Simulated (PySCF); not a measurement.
# CH3BrF−, a complex of two parts: interaction energy, part 2 of 3

PySCF 2.14.0. Atoms count from 0, parts from 1. Earlier steps stand in the parts before.

### Step 5. Coupled-cluster interaction energy: CCSD(T) and MP2, 3.76 Å

Job settings and geometry (Å):

```
{"job": {"kind": "intercc", "basis": "aug-cc-pVDZ", "basis_mid": "aug-cc-pVTZ", "basis_large": "aug-cc-pVQZ"}, "charge": -1, "multiplicity": 1, "parts": [{"atoms": "0-4", "charge": 0, "multiplicity": 1}, {"atoms": "5-5", "charge": -1, "multiplicity": 1}]}
C      0.083169    -0.167805    -0.067522
F      1.034793     0.860490     0.033777
H      0.402017    -1.011700     0.541210
H     -0.879012     0.197489     0.286783
H     -0.001562    -0.476500    -1.107765
Br    -2.471864    -2.912392    -0.298401
```

With the program's defaults for keys left out, this is: CCSD(T)/aug-cc-pVDZ and MP2/aug-cc-pVTZ, aug-cc-pVQZ counterpoise interaction energy, frozen core, gas phase.

What it wrote:

```text
part 1, own basis, geometry of the cluster: E = -139.0962769379 (as before)

part 2, own basis, geometry of the cluster: E = -2572.5340453779 (as before)

part 1, own basis, relaxed alone: E = -139.0974018533 (as before)

part 2, own basis, relaxed alone: E = -2572.5340453779 (as before)

cluster
final grid: 6480 points
cycle   1  E = -2711.6411917255  dE = -2.759e-03  |g| = 2.319e-02  |ddm| = 2.587e-01
cycle   2  E = -2711.6413858205  dE = -1.941e-04  |g| = 1.213e-02  |ddm| = 5.480e-02
cycle   3  E = -2711.6414183771  dE = -3.256e-05  |g| = 4.196e-03  |ddm| = 1.702e-02
cycle   4  E = -2711.6414277242  dE = -9.347e-06  |g| = 7.542e-04  |ddm| = 1.438e-02
cycle   5  E = -2711.6414281354  dE = -4.112e-07  |g| = 1.766e-04  |ddm| = 3.047e-03
cycle   6  E = -2711.6414281540  dE = -1.860e-08  |g| = 5.530e-05  |ddm| = 5.019e-04
cycle   7  E = -2711.6414281551  dE = -1.115e-09  |g| = 1.010e-05  |ddm| = 1.346e-04
cycle   8  E = -2711.6414281552  dE = -6.185e-11  |g| = 1.834e-06  |ddm| = 5.996e-05
converged SCF energy = -2711.6414281552

part 1 in the basis of the cluster
final grid: 6480 points
cycle   1  E = -139.0962936684  dE = -1.721e-05  |g| = 6.794e-04  |ddm| = 2.227e-01
cycle   2  E = -139.0962938474  dE = -1.791e-07  |g| = 8.113e-05  |ddm| = 2.015e-02
cycle   3  E = -139.0962938507  dE = -3.210e-09  |g| = 5.671e-06  |ddm| = 2.352e-03
cycle   4  E = -139.0962938507  dE = -1.691e-11  |g| = 1.659e-06  |ddm| = 8.641e-05
converged SCF energy = -139.0962938507

part 2 in the basis of the cluster
final grid: 6480 points
cycle   1  E = -2572.5338277596  dE = -1.369e-05  |g| = 8.632e-04  |ddm| = 5.918e-02
cycle   2  E = -2572.5338282294  dE = -4.698e-07  |g| = 2.631e-04  |ddm| = 5.689e-03
cycle   3  E = -2572.5338282824  dE = -5.293e-08  |g| = 1.307e-04  |ddm| = 1.382e-03
cycle   4  E = -2572.5338282905  dE = -8.128e-09  |g| = 2.166e-05  |ddm| = 5.489e-04
cycle   5  E = -2572.5338282912  dE = -7.576e-10  |g| = 5.032e-06  |ddm| = 2.155e-04
converged SCF energy = -2572.5338282912

Interaction energy (kcal/mol)
  counterpoise       -7.983
  uncorrected        -8.590
  dispersion part     0.000
  deformation         0.106
  binding            -7.877

Decomposition of the uncorrected value (kcal/mol)
  electrostatic      -7.910
  Pauli               2.675
  orbital            -1.880
  dispersion          0.000
  correlation        -1.475

Charge of each part in the cluster: -0.003 -0.997
part 1, own basis, geometry of the cluster: E = -139.1056980397 (as before)

part 2, own basis, geometry of the cluster: E = -2572.5363904065 (as before)

part 1, own basis, relaxed alone: E = -139.1068558937 (as before)

part 2, own basis, relaxed alone: E = -2572.5363904065 (as before)

cluster
final grid: 6480 points
cycle   1  E = -2711.6529352169  dE = -2.745e-03  |g| = 2.341e-02  |ddm| = 2.915e-01
cycle   2  E = -2711.6531309641  dE = -1.957e-04  |g| = 1.221e-02  |ddm| = 5.092e-02
cycle   3  E = -2711.6531637447  dE = -3.278e-05  |g| = 4.263e-03  |ddm| = 1.500e-02
cycle   4  E = -2711.6531731787  dE = -9.434e-06  |g| = 7.860e-04  |ddm| = 1.243e-02
cycle   5  E = -2711.6531736227  dE = -4.440e-07  |g| = 1.894e-04  |ddm| = 3.236e-03
cycle   6  E = -2711.6531736444  dE = -2.164e-08  |g| = 6.070e-05  |ddm| = 7.504e-04
cycle   7  E = -2711.6531736455  dE = -1.114e-09  |g| = 1.268e-05  |ddm| = 1.824e-04
cycle   8  E = -2711.6531736455  dE = -6.503e-11  |g| = 2.486e-06  |ddm| = 6.257e-05
converged SCF energy = -2711.6531736455

part 1 in the basis of the cluster
final grid: 6480 points
cycle   1  E = -139.1057078197  dE = -9.975e-06  |g| = 5.177e-04  |ddm| = 2.486e-01
cycle   2  E = -139.1057079352  dE = -1.155e-07  |g| = 6.386e-05  |ddm| = 2.526e-02
cycle   3  E = -139.1057079374  dE = -2.227e-09  |g| = 4.908e-06  |ddm| = 3.186e-03
cycle   4  E = -139.1057079374  dE = -9.635e-12  |g| = 2.234e-06  |ddm| = 7.714e-05
converged SCF energy = -139.1057079374

part 2 in the basis of the cluster
final grid: 6480 points
cycle   1  E = -2572.5361706041  dE = -4.695e-06  |g| = 7.957e-04  |ddm| = 4.166e-02
cycle   2  E = -2572.5361709745  dE = -3.704e-07  |g| = 3.450e-04  |ddm| = 6.045e-03
cycle   3  E = -2572.5361710198  dE = -4.529e-08  |g| = 1.245e-04  |ddm| = 1.547e-03
cycle   4  E = -2572.5361710317  dE = -1.196e-08  |g| = 2.095e-05  |ddm| = 8.821e-04
cycle   5  E = -2572.5361710323  dE = -5.593e-10  |g| = 5.382e-06  |ddm| = 2.045e-04
converged SCF energy = -2572.5361710323

Interaction energy (kcal/mol)
  counterpoise       -8.118
  uncorrected        -8.649
  dispersion part     0.000
  deformation         0.162
  binding            -7.956

Decomposition of the uncorrected value (kcal/mol)
  electrostatic      -7.917
  Pauli               2.692
  orbital            -1.872
  dispersion          0.000
  correlation        -1.552

Charge of each part in the cluster: -0.003 -0.997
part 1 in the basis of the cluster: E(HF) = -139.056974531  E2 = -0.360178936  E(CCSD corr) = -0.380574550  (T) = -0.009362535
part 2 in the basis of the cluster: E(HF) = -2572.462609216  E2 = -0.147819129  E(CCSD corr) = -0.156770200  (T) = -0.003749263
cluster: E(HF) = -2711.531035592  E2 = -0.508938609  E(CCSD corr) = -0.538108734  (T) = -0.013238712

Counterpoise interaction energy (kcal/mol)
  hf_small                  -7.186
  mp2_small                 -7.776
  ccsd_small                -7.665
  ccsdt_small               -7.745
  hf_large                  -7.088
  mp2_large                 -8.118
  hf_middle                 -7.095
  mp2_middle                -7.983
  scs_mp2_large             -7.784
  mp2_limit                 -8.222
  ccsdt_less_mp2             0.031
  ccsdt_limit_estimate      -8.191
  bsse_mp2_large             0.531
```

Wall time 3.8 min (1 thread of Arm Neoverse V1, shared host); peak memory 1.5 GiB.

Contacts at this geometry (a selection, picked against the atoms' radii; other short pairs can be missing):

```csv
atoms,distance (Å),kind (by distance and angle),angle (°)
C0···Br5,3.76,at van der Waals distance,–
```

Differences are taken before rounding.

```csv
method,interaction energy (kcal/mol),"from CCSD(T), limit estimate (kcal/mol)"
HF/aug-cc-pVDZ,-7.19,+1.00
MP2/aug-cc-pVDZ,-7.78,+0.41
CCSD/aug-cc-pVDZ,-7.67,+0.53
CCSD(T)/aug-cc-pVDZ,-7.75,+0.45
HF/aug-cc-pVQZ,-7.09,+1.10
MP2/aug-cc-pVQZ,-8.12,+0.07
SCS-MP2/aug-cc-pVQZ,-7.78,+0.41
"MP2, extrapolated",-8.22,-0.03
"CCSD(T), limit estimate",-8.19,0
```

These energies keep the parts at their geometry in the cluster; deforming them to it costs 0.16 kcal/mol (MP2).

### Step 6. Coupled-cluster interaction energy: CCSD(T) and MP2, 3.24 Å

The job, as its differences from that of step 5:

```diff
@@ -6,2 +6,2 @@
 H     -0.001562    -0.476500    -1.107765
-Br    -2.471864    -2.912392    -0.298401
+Br    -2.123450    -2.538130    -0.266918
```

With the program's defaults for keys left out, this is: CCSD(T)/aug-cc-pVDZ and MP2/aug-cc-pVTZ, aug-cc-pVQZ counterpoise interaction energy, frozen core, gas phase.

What it wrote:

```text
part 1, own basis, geometry of the cluster: E = -139.0962769379 (as before)

part 2, own basis, geometry of the cluster: E = -2572.5340453779 (as before)

part 1, own basis, relaxed alone: E = -139.0974018533 (as before)

part 2, own basis, relaxed alone: E = -2572.5340453779 (as before)

cluster
final grid: 6480 points
cycle   1  E = -2711.6389291895  dE = -5.404e-03  |g| = 3.080e-02  |ddm| = 3.934e-01
cycle   2  E = -2711.6393449305  dE = -4.157e-04  |g| = 1.556e-02  |ddm| = 7.613e-02
cycle   3  E = -2711.6394083359  dE = -6.341e-05  |g| = 5.869e-03  |ddm| = 2.305e-02
cycle   4  E = -2711.6394272138  dE = -1.888e-05  |g| = 1.018e-03  |ddm| = 1.796e-02
cycle   5  E = -2711.6394278644  dE = -6.506e-07  |g| = 3.711e-04  |ddm| = 3.518e-03
cycle   6  E = -2711.6394279171  dE = -5.263e-08  |g| = 9.165e-05  |ddm| = 9.929e-04
cycle   7  E = -2711.6394279221  dE = -5.065e-09  |g| = 1.786e-05  |ddm| = 3.486e-04
cycle   8  E = -2711.6394279223  dE = -2.015e-10  |g| = 4.040e-06  |ddm| = 7.662e-05
converged SCF energy = -2711.6394279223

part 1 in the basis of the cluster
final grid: 6480 points
cycle   1  E = -139.0963036165  dE = -2.722e-05  |g| = 9.116e-04  |ddm| = 2.949e-01
cycle   2  E = -139.0963039485  dE = -3.320e-07  |g| = 1.178e-04  |ddm| = 3.107e-02
cycle   3  E = -139.0963039554  dE = -6.878e-09  |g| = 8.445e-06  |ddm| = 4.170e-03
cycle   4  E = -139.0963039554  dE = -3.558e-11  |g| = 2.337e-06  |ddm| = 1.619e-04
converged SCF energy = -139.0963039554

part 2 in the basis of the cluster
final grid: 6480 points
cycle   1  E = -2572.5337906966  dE = -1.984e-05  |g| = 1.017e-03  |ddm| = 9.946e-02
cycle   2  E = -2572.5337912777  dE = -5.811e-07  |g| = 2.822e-04  |ddm| = 1.000e-02
cycle   3  E = -2572.5337913392  dE = -6.147e-08  |g| = 1.472e-04  |ddm| = 1.938e-03
cycle   4  E = -2572.5337913472  dE = -8.025e-09  |g| = 2.462e-05  |ddm| = 5.841e-04
cycle   5  E = -2572.5337913481  dE = -8.922e-10  |g| = 4.806e-06  |ddm| = 2.709e-04
converged SCF energy = -2572.5337913481

Interaction energy (kcal/mol)
  counterpoise       -8.362
  uncorrected        -9.504
  dispersion part     0.000
  deformation         0.106
  binding            -8.256

Decomposition of the uncorrected value (kcal/mol)
  electrostatic     -12.667
  Pauli              10.484
  orbital            -3.704
  dispersion          0.000
  correlation        -3.618

Charge of each part in the cluster: -0.002 -0.998
part 1, own basis, geometry of the cluster: E = -139.1056980397 (as before)

part 2, own basis, geometry of the cluster: E = -2572.5363904065 (as before)

part 1, own basis, relaxed alone: E = -139.1068558937 (as before)

part 2, own basis, relaxed alone: E = -2572.5363904065 (as before)

cluster
final grid: 6480 points
cycle   1  E = -2711.6506615099  dE = -5.454e-03  |g| = 3.121e-02  |ddm| = 3.989e-01
cycle   2  E = -2711.6510809463  dE = -4.194e-04  |g| = 1.578e-02  |ddm| = 7.098e-02
cycle   3  E = -2711.6511448524  dE = -6.391e-05  |g| = 5.947e-03  |ddm| = 2.124e-02
cycle   4  E = -2711.6511638753  dE = -1.902e-05  |g| = 1.047e-03  |ddm| = 1.660e-02
cycle   5  E = -2711.6511645830  dE = -7.077e-07  |g| = 3.731e-04  |ddm| = 3.878e-03
cycle   6  E = -2711.6511646323  dE = -4.931e-08  |g| = 1.106e-04  |ddm| = 1.076e-03
cycle   7  E = -2711.6511646382  dE = -5.844e-09  |g| = 2.271e-05  |ddm| = 3.980e-04
cycle   8  E = -2711.6511646385  dE = -3.165e-10  |g| = 4.962e-06  |ddm| = 9.450e-05
converged SCF energy = -2711.6511646385

part 1 in the basis of the cluster
final grid: 6480 points
cycle   1  E = -139.1057165593  dE = -1.870e-05  |g| = 7.138e-04  |ddm| = 3.031e-01
cycle   2  E = -139.1057167466  dE = -1.873e-07  |g| = 8.256e-05  |ddm| = 3.116e-02
cycle   3  E = -139.1057167499  dE = -3.332e-09  |g| = 7.967e-06  |ddm| = 3.982e-03
cycle   4  E = -139.1057167499  dE = -1.927e-11  |g| = 4.290e-06  |ddm| = 1.184e-04
converged SCF energy = -139.1057167499

part 2 in the basis of the cluster
final grid: 6480 points
cycle   1  E = -2572.5361301431  dE = -6.090e-06  |g| = 9.077e-04  |ddm| = 6.526e-02
cycle   2  E = -2572.5361305749  dE = -4.318e-07  |g| = 3.953e-04  |ddm| = 7.297e-03
cycle   3  E = -2572.5361306266  dE = -5.169e-08  |g| = 1.356e-04  |ddm| = 1.632e-03
cycle   4  E = -2572.5361306396  dE = -1.306e-08  |g| = 2.295e-05  |ddm| = 8.458e-04
cycle   5  E = -2572.5361306402  dE = -5.930e-10  |g| = 5.084e-06  |ddm| = 2.227e-04
converged SCF energy = -2572.5361306402

Interaction energy (kcal/mol)
  counterpoise       -8.651
  uncorrected        -9.587
  dispersion part     0.000
  deformation         0.162
  binding            -8.488

Decomposition of the uncorrected value (kcal/mol)
  electrostatic     -12.635
  Pauli              10.510
  orbital            -3.738
  dispersion          0.000
  correlation        -3.725

Charge of each part in the cluster: -0.002 -0.998
part 1 in the basis of the cluster: E(HF) = -139.057122618  E2 = -0.360249605  E(CCSD corr) = -0.380638527  (T) = -0.009372623
part 2 in the basis of the cluster: E(HF) = -2572.462676264  E2 = -0.148760676  E(CCSD corr) = -0.157764975  (T) = -0.003886404
cluster: E(HF) = -2711.529267018  E2 = -0.511773877  E(CCSD corr) = -0.540592671  (T) = -0.013597051

Counterpoise interaction energy (kcal/mol)
  hf_small                  -5.941
  mp2_small                 -7.676
  ccsd_small                -7.315
  ccsdt_small               -7.527
  hf_large                  -5.847
  mp2_large                 -8.651
  hf_middle                 -5.856
  mp2_middle                -8.362
  scs_mp2_large             -7.904
  mp2_limit                 -8.868
  ccsdt_less_mp2             0.148
  ccsdt_limit_estimate      -8.720
  bsse_mp2_large             0.937
```

Wall time 3.8 min (1 thread of Arm Neoverse V1, shared host); peak memory 1.5 GiB.

Contacts at this geometry (a selection, picked against the atoms' radii; other short pairs can be missing):

```csv
atoms,distance (Å),kind (by distance and angle),angle (°)
C0···Br5,3.25,inside the van der Waals sum,–
```

```csv
method,interaction energy (kcal/mol),"from CCSD(T), limit estimate (kcal/mol)"
HF/aug-cc-pVDZ,-5.94,+2.78
MP2/aug-cc-pVDZ,-7.68,+1.04
CCSD/aug-cc-pVDZ,-7.32,+1.40
CCSD(T)/aug-cc-pVDZ,-7.53,+1.19
HF/aug-cc-pVQZ,-5.85,+2.87
MP2/aug-cc-pVQZ,-8.65,+0.07
SCS-MP2/aug-cc-pVQZ,-7.90,+0.82
"MP2, extrapolated",-8.87,-0.15
"CCSD(T), limit estimate",-8.72,0
```

These energies keep the parts at their geometry in the cluster; deforming them to it costs 0.16 kcal/mol (MP2).

### Step 7. Coupled-cluster interaction energy: CCSD(T) and MP2, 4.27 Å

The job, as its differences from that of step 6:

```diff
@@ -6,2 +6,2 @@
 H     -0.001562    -0.476500    -1.107765
-Br    -2.123450    -2.538130    -0.266918
+Br    -2.820277    -3.286654    -0.329884
```

With the program's defaults for keys left out, this is: CCSD(T)/aug-cc-pVDZ and MP2/aug-cc-pVTZ, aug-cc-pVQZ counterpoise interaction energy, frozen core, gas phase.

What it wrote:

```text
part 1, own basis, geometry of the cluster: E = -139.0962769379 (as before)

part 2, own basis, geometry of the cluster: E = -2572.5340453779 (as before)

part 1, own basis, relaxed alone: E = -139.0974018533 (as before)

part 2, own basis, relaxed alone: E = -2572.5340453779 (as before)

cluster
final grid: 6480 points
cycle   1  E = -2711.6399541574  dE = -1.617e-03  |g| = 1.843e-02  |ddm| = 1.440e-01
cycle   2  E = -2711.6400648139  dE = -1.107e-04  |g| = 9.754e-03  |ddm| = 4.813e-02
cycle   3  E = -2711.6400844714  dE = -1.966e-05  |g| = 3.234e-03  |ddm| = 1.401e-02
cycle   4  E = -2711.6400899898  dE = -5.518e-06  |g| = 6.091e-04  |ddm| = 1.259e-02
cycle   5  E = -2711.6400902695  dE = -2.797e-07  |g| = 1.336e-04  |ddm| = 2.534e-03
cycle   6  E = -2711.6400902809  dE = -1.145e-08  |g| = 2.914e-05  |ddm| = 4.125e-04
cycle   7  E = -2711.6400902814  dE = -4.757e-10  |g| = 6.063e-06  |ddm| = 1.139e-04
converged SCF energy = -2711.6400902814

part 1 in the basis of the cluster
final grid: 6480 points
cycle   1  E = -139.0962838689  dE = -6.960e-06  |g| = 3.855e-04  |ddm| = 9.289e-02
cycle   2  E = -139.0962839321  dE = -6.322e-08  |g| = 4.374e-05  |ddm| = 7.073e-03
cycle   3  E = -139.0962839331  dE = -1.022e-09  |g| = 2.884e-06  |ddm| = 7.929e-04
cycle   4  E = -139.0962839331  dE = -4.661e-12  |g| = 9.641e-07  |ddm| = 3.754e-05
converged SCF energy = -139.0962839331

part 2 in the basis of the cluster
final grid: 6480 points
cycle   1  E = -2572.5338591980  dE = -9.748e-06  |g| = 7.381e-04  |ddm| = 4.082e-02
cycle   2  E = -2572.5338595794  dE = -3.813e-07  |g| = 2.384e-04  |ddm| = 4.685e-03
cycle   3  E = -2572.5338596243  dE = -4.497e-08  |g| = 1.154e-04  |ddm| = 1.204e-03
cycle   4  E = -2572.5338596318  dE = -7.507e-09  |g| = 1.877e-05  |ddm| = 5.192e-04
cycle   5  E = -2572.5338596324  dE = -6.030e-10  |g| = 4.800e-06  |ddm| = 1.754e-04
converged SCF energy = -2572.5338596324

Interaction energy (kcal/mol)
  counterpoise       -6.465
  uncorrected        -6.833
  dispersion part     0.000
  deformation         0.106
  binding            -6.359

Decomposition of the uncorrected value (kcal/mol)
  electrostatic      -5.877
  Pauli               0.724
  orbital            -1.100
  dispersion          0.000
  correlation        -0.581

Charge of each part in the cluster: -0.003 -0.997
part 1, own basis, geometry of the cluster: E = -139.1056980397 (as before)

part 2, own basis, geometry of the cluster: E = -2572.5363904065 (as before)

part 1, own basis, relaxed alone: E = -139.1068558937 (as before)

part 2, own basis, relaxed alone: E = -2572.5363904065 (as before)

cluster
final grid: 6480 points
cycle   1  E = -2711.6517096945  dE = -1.602e-03  |g| = 1.857e-02  |ddm| = 2.016e-01
cycle   2  E = -2711.6518209752  dE = -1.113e-04  |g| = 9.818e-03  |ddm| = 3.866e-02
cycle   3  E = -2711.6518407554  dE = -1.978e-05  |g| = 3.283e-03  |ddm| = 1.200e-02
cycle   4  E = -2711.6518463351  dE = -5.580e-06  |g| = 6.346e-04  |ddm| = 1.042e-02
cycle   5  E = -2711.6518466356  dE = -3.005e-07  |g| = 1.499e-04  |ddm| = 2.876e-03
cycle   6  E = -2711.6518466496  dE = -1.400e-08  |g| = 3.310e-05  |ddm| = 5.873e-04
cycle   7  E = -2711.6518466502  dE = -5.998e-10  |g| = 6.579e-06  |ddm| = 1.316e-04
converged SCF energy = -2711.6518466502

part 1 in the basis of the cluster
final grid: 6480 points
cycle   1  E = -139.1057041537  dE = -6.024e-06  |g| = 3.987e-04  |ddm| = 1.811e-01
cycle   2  E = -139.1057042275  dE = -7.379e-08  |g| = 5.041e-05  |ddm| = 1.722e-02
cycle   3  E = -139.1057042289  dE = -1.440e-09  |g| = 3.281e-06  |ddm| = 2.073e-03
cycle   4  E = -139.1057042289  dE = -5.429e-12  |g| = 1.086e-06  |ddm| = 5.550e-05
converged SCF energy = -139.1057042289

part 2 in the basis of the cluster
final grid: 6480 points
cycle   1  E = -2572.5362036067  dE = -3.602e-06  |g| = 6.969e-04  |ddm| = 2.539e-02
cycle   2  E = -2572.5362039201  dE = -3.135e-07  |g| = 3.003e-04  |ddm| = 4.852e-03
cycle   3  E = -2572.5362039592  dE = -3.907e-08  |g| = 1.141e-04  |ddm| = 1.370e-03
cycle   4  E = -2572.5362039697  dE = -1.048e-08  |g| = 1.895e-05  |ddm| = 8.154e-04
cycle   5  E = -2572.5362039702  dE = -4.825e-10  |g| = 5.238e-06  |ddm| = 2.029e-04
converged SCF energy = -2572.5362039702

Interaction energy (kcal/mol)
  counterpoise       -6.536
  uncorrected        -6.829
  dispersion part     0.000
  deformation         0.162
  binding            -6.374

Decomposition of the uncorrected value (kcal/mol)
  electrostatic      -5.874
  Pauli               0.723
  orbital            -1.091
  dispersion          0.000
  correlation        -0.586

Charge of each part in the cluster: -0.003 -0.997
part 1 in the basis of the cluster: E(HF) = -139.056862043  E2 = -0.360120565  E(CCSD corr) = -0.380521781  (T) = -0.009355181
part 2 in the basis of the cluster: E(HF) = -2572.462555829  E2 = -0.147315021  E(CCSD corr) = -0.156267162  (T) = -0.003679570
cluster: E(HF) = -2711.529465734  E2 = -0.507561216  E(CCSD corr) = -0.536863427  (T) = -0.013055206

Counterpoise interaction energy (kcal/mol)
  hf_small                  -6.305
  mp2_small                 -6.384
  ccsd_small                -6.352
  ccsdt_small               -6.365
  hf_large                  -6.237
  mp2_large                 -6.536
  hf_middle                 -6.242
  mp2_middle                -6.465
  scs_mp2_large             -6.384
  mp2_limit                 -6.592
  ccsdt_less_mp2             0.019
  ccsdt_limit_estimate      -6.573
  bsse_mp2_large             0.292
```

Run time: 3.8 min. Hardware: 1 thread of Arm Neoverse V1, shared host; peak memory 1.5 GiB.

Contacts at this geometry (a selection, picked against the atoms' radii; other short pairs can be missing):

```csv
atoms,distance (Å),kind (by distance and angle),angle (°)
C0···Br5,4.27,beyond van der Waals contact,–
```

Differences are taken before rounding.

```csv
method,interaction energy (kcal/mol),"from CCSD(T), limit estimate (kcal/mol)"
HF/aug-cc-pVDZ,-6.31,+0.27
MP2/aug-cc-pVDZ,-6.38,+0.19
CCSD/aug-cc-pVDZ,-6.35,+0.22
CCSD(T)/aug-cc-pVDZ,-6.36,+0.21
HF/aug-cc-pVQZ,-6.24,+0.34
MP2/aug-cc-pVQZ,-6.54,+0.04
SCS-MP2/aug-cc-pVQZ,-6.38,+0.19
"MP2, extrapolated",-6.59,-0.02
"CCSD(T), limit estimate",-6.57,0
```

These energies keep the parts at their geometry in the cluster; deforming them to it costs 0.16 kcal/mol (MP2).

(Part 2 of 3 ends here.)
